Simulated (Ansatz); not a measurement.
## Basis-set limit of CH3Mg, doublet

```xyz
5

Mg    0.4849   -0.6803   -0.2080
C     1.7619   -1.5853   -1.6543
H     2.4280   -0.8350   -2.1134
H     1.1718   -2.0572   -2.4582
H     2.3914   -2.3632   -1.1894
```

Connectivity, by distances: Mg–CH3.

Ansatz 0.2.0, UHF determinant, valence electrons correlated. Energies in eV.

```json
{"set": "def2-TZVPP", "X": "3", "functions": "105", "Hartree–Fock": "-6509.1042", "MP2 correlation": "-5.6590", "CCSD(T) correlation": "-6.4013", "time": "7 s on 1 × NVIDIA H100 80GB HBM3 with 1 thread of AMD EPYC 7R13 Processor (Zen 3), on a shared host"}
{"set": "def2-QZVPP", "X": "4", "functions": "210", "Hartree–Fock": "-6509.3933", "MP2 correlation": "-6.0186", "CCSD(T) correlation": "-6.7145", "time": "9.5 s on 1 × NVIDIA H100 80GB HBM3 with 1 thread of AMD EPYC 7R13 Processor (Zen 3) (shared host)"}
```

Hartree–Fock is taken to follow E(X) = E∞ + A·exp(−7.88·√X), correlation E(X) = E∞ + B·X^−2.97.

Q: Work out the CCSD(T) energy at the limit, and how far the shortcut misses it that extrapolates MP2 and adds CCSD(T) minus MP2 from the smaller set.

A: Hartree–Fock: E∞ = E4 + 0.1377·(E4 − E3) = -6509.4331. Correlation: E∞ = E4 + 0.7407·(E4 − E3) = -6.9465 for CCSD(T) and -6.2849 for MP2. The limit is -6516.3796 eV, 0.272 eV below def2-QZVPP. The shortcut gives a correlation energy of -6.2849 + (-0.7424) = -7.0273, 81 meV lower than the direct value.

Past Ne part of the Hartree–Fock step between the two sets comes from the cores, which don't follow the formula, so the 40 meV that it adds to the total can overshoot; that part largely cancels in differences.
